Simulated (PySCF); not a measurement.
Species: oxalyl dichloride, C2Cl2O2.
SMILES: `O=C(Cl)C(=O)Cl`

Torsions of this conformer, `[O:1]=[C:2]([Cl:3])[C:4](=[O:5])[Cl:6]`: O1–C2–C4–O5 180°.

The closed-shell ground state was solved at several levels (PySCF, density fitting, gas phase, non-relativistic). Isolated species at its PBE0-D3(BJ)/def2-SVP geometry (one conformer only). The dipole stays under 0.02 D at every level.

```tsv
level	basis functions	HOMO (eV)	LUMO (eV)	gap (eV)
CAM-B3LYP/pcSseg-2	230	-10.39	-2.40	7.99
BHandHLYP/pcSseg-2	230	-10.48	-2.44	8.04
wB97X-D/pcSseg-2	230	-10.84	-1.73	9.11
B97-2/pcSseg-2	230	-8.72	-3.64	5.08
```

What might LC-wPBE/pcSseg-2 (230 basis functions) give for the same quantities?

HOMO -11.65 eV, LUMO -1.22 eV, gap 10.43 eV.

Over all these levels, which gives the widest orbital gap and which the narrowest?

LC-wPBE/pcSseg-2 (range-separated hybrid) has the widest, 10.43 eV, and B97-2/pcSseg-2 (global hybrid, 21 % exact exchange) the narrowest, 5.08 eV. From the narrowest to the widest the HOMO moves by -2.93 eV and the LUMO by +2.42 eV.
